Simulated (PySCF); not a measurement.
Level sweep

Species: BFH₄Si.
Structure used (PBE0-D3(BJ)/def2-SVP), in Å, numbered top down from 1:
```xyz
7
BFH4Si angstrom
F      2.009    1.076   -0.153
B      1.285   -0.018   -0.004
Si    -0.749    0.075    0.001
H      1.899   -1.059    0.120
H     -1.268   -0.508    1.280
H     -1.276    1.466   -0.146
H     -1.277   -0.765   -1.121
```

PySCF, dipoles from the SCF density, polarisabilities from static response with core orbitals frozen. Geometry: PBE0-D3(BJ)/def2-SVP; no solvent, vibrations or thermal averaging.

The anisotropy is √(½[(α1 − α2)² + (α2 − α3)² + (α3 − α1)²]).

| level | μ (D) | α (Å³) | anisotropy (Å³) |
| --- | --- | --- | --- |
| LDA/def2-SVPD | 0.537 | 7.28 | 1.91 |
| PBE/def2-SVPD | 0.481 | 7.09 | 1.84 |
| B3LYP/def2-SVPD | 0.580 | 6.80 | 1.57 |
| PBE0/def2-SVPD | 0.587 | 6.77 | 1.55 |
| BHandHLYP/def2-SVPD | 0.692 | 6.49 | 1.34 |
| CAM-B3LYP/def2-SVPD | 0.618 | 6.69 | 1.44 |
| wB97X-D/def2-SVPD | 0.604 | 6.71 | 1.45 |
| LC-wPBE/def2-SVPD | 0.594 | 6.56 | 1.33 |
| HF/def2-SVPD | 0.770 | 6.15 | 1.09 |
| PBE0/6-31G* | 0.345 | 5.34 | 1.49 |
| PBE0/6-31+G* | 0.587 | 5.98 | 1.61 |
| PBE0/def2-SVP | 0.425 | 5.85 | 1.34 |
| PBE0/aug-cc-pVDZ | 0.535 | 6.88 | 1.60 |
| PBE0/def2-TZVP | 0.522 | 6.46 | 1.56 |
| PBE0/def2-TZVPD | 0.538 | 6.85 | 1.61 |
| PBE0/aug-cc-pVTZ | 0.540 | 6.89 | 1.61 |

The dipole runs from 0.34 D (PBE0/6-31G*) to 0.77 D (HF/def2-SVPD). No reference polarisability is at hand; against PBE0 in the largest diffuse basis at hand (aug-cc-pVTZ) the other PBE0 rows deviate by 6-31G* -22%, 6-31+G* -13%, def2-SVP -15%, def2-SVPD -2%, aug-cc-pVDZ 0%, def2-TZVP -6%, def2-TZVPD -1%. In one basis (def2-SVPD) the functionals order the polarisability from HF (lowest) to LDA (highest), a spread of 18%. With PBE0 the polarisability is 5.88 Å³ without diffuse functions (mean of 6-31G*, def2-SVP and def2-TZVP) and 6.67 Å³ with them (mean of 6-31+G*, def2-SVPD, aug-cc-pVDZ, def2-TZVPD and aug-cc-pVTZ).
